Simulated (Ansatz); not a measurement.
in.yaml

```yaml
crystal:
  periodic: [false, false, false]
  atoms:
    - {symbol: Cu, position_ang: [0.000000, 0.014661, 0.380674]}
    - {symbol: O, position_ang: [0.000000, -0.107274, -1.400192]}
    - {symbol: H, position_ang: [0.000000, 0.778503, -1.774019]}
basis:
  gaussian: {orbitals: def2-SVP}
magnetization: {spin_polarized: false}
correlation: {method: fic_mrcisd_q, electrons: outside_noble_gas}
scf: {lower_state_search: off}
```

```sh
$ ansatz run in.yaml --threads 1 --pin off --events-out ev --progress --plain --max-ram 2393MiB
```

(1) One thing in this input was set wrong on purpose, beside settings that are merely unusual. What is the gravest fault, and what does the program do?

Results:

(1) Method needs an active space. How the run ends: refused.
```
Error: this correlation method needs an active space: name one as the reference
```
